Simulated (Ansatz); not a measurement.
Ansatz (a first-principles code) input (CCSD(T)/cc-pCVTZ): A basis named .json is the Basis Set Exchange file of that set (core-valence sets with the plain set on hydrogen).

Ansatz 0.2 input:
```yaml
crystal:
  periodic: [false, false, false]
  atoms:
    - {symbol: C, position_ang: [-0.04018470, 1.15654088, 0.00773656]}
    - {symbol: S, position_ang: [-0.05235919, -0.66642908, -0.00484680]}
    - {symbol: H, position_ang: [1.27920297, -0.84038919, 0.00081397]}
    - {symbol: H, position_ang: [-1.08380254, 1.46636619, 0.00449144]}
    - {symbol: H, position_ang: [0.43713012, 1.54268855, 0.90584820]}
    - {symbol: H, position_ang: [0.44632472, 1.55495443, -0.88002423]}
basis:
  gaussian:
    orbitals: cc-pCVTZ.json
magnetization: {spin_polarized: false}
correlation: {method: ccsd_t, frozen_orbitals: {C: 0, H: 0, S: 1}}
```

Output:

```
Functional definition: HF
integrals: 0.41 GiB planned
944 factors; integrals over basis functions are off by at most 1.2e-3 eV
mean field: 0.45 GiB planned
mean field evaluation 1: about -11910.9748 eV, gradient 1.8e1 eV
mean field evaluation 2: about -11910.9765 eV, gradient 1.8e1 eV
mean field evaluation 4: about -11911.9993 eV, gradient 2.4e0 eV
mean field evaluation 8: about -11912.0201 eV, gradient 1.0e-4 eV
mean field evaluation 16: about -11911.9990 eV, gradient 2.4e0 eV
mean field -11912.02009904 eV, -437.7586643824 hartree, gradient 2.4e-6 eV, S^2 0.000000; 0 other end points of the search recorded, 0 dependent functions left out
1 core orbitals not correlated
reference -11912.02009904 eV, -437.7586643824 hartree; 12, 12 occupied and 145, 145 virtual orbitals, 944 factors
second order -19.28571819 eV of doubles, -0.00000000 eV of singles
coupled cluster: 0.92 GiB planned
cycle   1  -19.87413416 eV  change   -5.9e-1 eV  update   6.5e-2
cycle   2  -20.18474553 eV  change   -3.1e-1 eV  update   1.9e-2
cycle   3  -20.21694894 eV  change   -3.2e-2 eV  update   6.7e-3
cycle   4  -20.21345078 eV  change    3.5e-3 eV  update   1.6e-3
cycle   5  -20.21360734 eV  change   -1.6e-4 eV  update   4.8e-4
cycle   6  -20.21373095 eV  change   -1.2e-4 eV  update   1.5e-4
cycle   7  -20.21365532 eV  change    7.6e-5 eV  update   4.6e-5
cycle   8  -20.21365801 eV  change   -2.7e-6 eV  update   1.6e-5
perturbative correction -0.50873693 eV, -0.0186957373 hartree
Total energy: -11932.74249398 eV, -438.5201983503 hartree
```
